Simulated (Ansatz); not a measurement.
A nudged elastic band was laid between two geometries of C$_{3}$H$_{4}$N$_{2}$ (9 atoms, charge 0, multiplicity 1).

Level of theory: Ansatz, RKS revPBE-D4/def2-SVP.

```
movable images  : 5
climbing image  : yes
spring          : 5.0 eV/Å²
optimiser       : quadratic models (default)
start path      : through a guess of the saddle point
force threshold : 0.05 eV/Å
iteration limit : 60
end points      : relaxed
```

Image 0:

```xyz
9
Properties=species:S:1:pos:R:3
N -0.156 0.358 -1.960
C 0.016 0.029 -0.739
C 0.669 -1.003 0.146
C -0.123 0.152 0.707
N -0.516 0.679 1.801
H -0.731 1.223 -2.003
H 0.232 -2.021 0.191
H 1.773 -0.993 0.251
H -1.075 1.530 1.588
```

Image 6:

```xyz
9
Properties=species:S:1:pos:R:3
N -0.078 0.248 -2.104
C 0.002 0.056 -0.845
C 0.588 -0.883 0.187
C -0.241 0.339 0.552
N -0.783 1.101 1.420
H -0.641 1.105 -2.274
H 0.139 -1.890 0.307
H 1.682 -0.861 0.365
H -0.579 0.740 2.374
```

**Question.** What changes between the two ends?

**Answer.** No bond is made or broken.

**Question.** Give the energies along the band, and the barrier.

**Answer.** The forces met the threshold. The highest image is number 3 of 0 to 6, 1.11 eV above the first end and 1.13 eV above the last; the last end lies 0.02 eV below the first. A vibrational analysis at the climbing image gives 2 clearly imaginary modes (1081i, 94i cm⁻¹): a point of higher order, so a lower path passes nearby.

```csv
image,path coordinate (Å),energy (eV)
0,0.00,0.00
1,0.35,0.07
2,0.71,0.51
3,1.06,1.11
4,1.40,0.53
5,1.74,0.06
6,2.08,-0.02
```

**Question.** What is the geometry of the highest image?

**Answer.** 
```xyz
9
Properties=species:S:1:pos:R:3
N -0.050 0.288 -2.079
C 0.072 0.057 -0.828
C 0.630 -0.984 0.122
C -0.173 0.233 0.611
N -0.662 0.838 1.573
H -0.589 1.168 -2.204
H 0.187 -2.002 0.130
H 1.724 -0.982 0.309
H -1.049 1.338 2.349
```

Time of the run: 120 s on 1 thread of AMD EPYC 7R13 Processor (Zen 3), with other jobs on the host, peak memory 0.18 GiB.
